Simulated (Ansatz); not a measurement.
**CH5 (doublet): wave-function methods side by side at distance H1–H2 along a hydrogen transfer = 0.977 Å, 6-31G**

Aim: climb from Hartree-Fock through coupled cluster and multireference methods for CH5 (doublet) at one geometry and basis, and see what each rung misses.

Program: Ansatz 0.2.0, Gaussian basis. Level of theory: 6-31G, core rule «outside noble gas», up to 1 orbitals frozen. These are calculated values, not measurements.

The runs, in order: UHF; CCSD(T) on ROHF; CCSD(T) on UHF; BCCD(T) on ROHF; CISD; CCSDT(Q) on ROHF; CCSDT(Q) on UHF; CCSDTQ on ROHF; CASSCF and MRCISD+Q, 3 electrons in 3 orbitals; CASSCF and NEVPT2, 3 electrons in 3 orbitals; CASSCF and MRCISD+Q, 9 electrons in 9 orbitals; CASSCF and NEVPT2, 9 electrons in 9 orbitals; Full CI.

8 further runs of the same task are left out: 1 for a mislabelled method, 5 that didn't finish, 2 set aside as unsound or not needed.

**1. What is computed**

The geometry derives from fragments relaxed apart (PBE0/def2-TZVP) and kept rigid, so it is no stationary point. A hydrogen atom is moved between rigid fragments.

6 atoms, charge 0, spin multiplicity 2.

Atoms are counted from 1 here; the program's logs count them from 0.

Bond lengths: H2–C3 1.090 Å, C3–H4 1.080 Å, C3–H5 1.080 Å, C3–H6 1.080 Å. Angles: H2–C3–H4 90.0°, H2–C3–H5 90.0°, H2–C3–H6 90.0°, H4–C3–H5 120.0°, H4–C3–H6 120.0°, H5–C3–H6 120.0°.

**2. UHF**

in.yaml

```yaml
crystal:
  periodic: [false, false, false]
  atoms:
    - {symbol: H, position_ang: [-1.880373, 0.000000, 0.000000]}
    - {symbol: H, position_ang: [-0.903373, 0.000000, 0.000000]}
    - {symbol: C, position_ang: [0.186627, 0.000000, 0.000000]}
    - {symbol: H, position_ang: [0.186627, -1.080023, 0.000000]}
    - {symbol: H, position_ang: [0.186627, 0.540011, 0.935327]}
    - {symbol: H, position_ang: [0.186627, 0.540012, -0.935327]}
basis:
  gaussian: {orbitals: 6-31G}
magnetization: {spin_polarized: true, initial_magnetization: 1}
hamiltonian: {xc: hf}
output: {orbitals: {seedname: orbitals}}
```

Run with:

```bash
ansatz run in.yaml --threads 1 --pin off --events-out ev --progress --plain --max-ram 2393MiB
```

After this run come: CCSD(T) on ROHF; CCSD(T) on UHF; BCCD(T) on ROHF; CISD; CCSDT(Q) on ROHF; CCSDT(Q) on UHF; CCSDTQ on ROHF; CASSCF and MRCISD+Q, 3 electrons in 3 orbitals; CASSCF and NEVPT2, 3 electrons in 3 orbitals; CASSCF and MRCISD+Q, 9 electrons in 9 orbitals; CASSCF and NEVPT2, 9 electrons in 9 orbitals; Full CI.

**Question.** What will the summary of the whole plan be? Wanted: FCI below the RHF energy; RMP2 from FCI; UMP2 from FCI; RCCSD from FCI; RCCSD(T) from FCI; UCCSD(T) from FCI; RCCSDT(Q) from FCI; UCCSDT(Q) from FCI; NEVPT2 pair from FCI.

As calculated:

| quantity | value |
| --- | --- |
| FCI below the RHF energy | -3.6474 eV |
| RMP2 from FCI | +647.4 meV |
| UMP2 from FCI | +661.3 meV |
| RCCSD from FCI | +66.1 meV |
| RCCSD(T) from FCI | +11.3 meV |
| UCCSD(T) from FCI | +11.6 meV |
| RCCSDT(Q) from FCI | +0.2 meV |
| UCCSDT(Q) from FCI | +0.1 meV |
| NEVPT2 pair from FCI | +538.7 meV |
| MRCISD+Q pair from FCI | +22.6 meV |
| NEVPT2 valence from FCI | +273.3 meV |
| levels within 1 kcal/mol (43 meV) | RCCSD(T), UCCSD(T), BCCD(T), RCCSDT, UCCSDT, RCCSDT(Q), UCCSDT(Q), RCCSDTQ, MRCISD+Q pair, MRCISD valence, MRCISD+Q valence |
| T1 diagnostic | 0.019 |
| effectively unpaired electrons | 1.02 |

**Reading.** RCCSD(T) lands +11.3 meV from the yardstick (0.3 % of the correlation energy). One determinant dominates. Of the multireference levels listed MRCISD+Q valence comes nearest in total energy (+4.0 meV), which doesn't show that its space is the better one. These misses are within one basis, not against nature; the frozen cores of restricted and unrestricted runs differ, which can shift their rows.
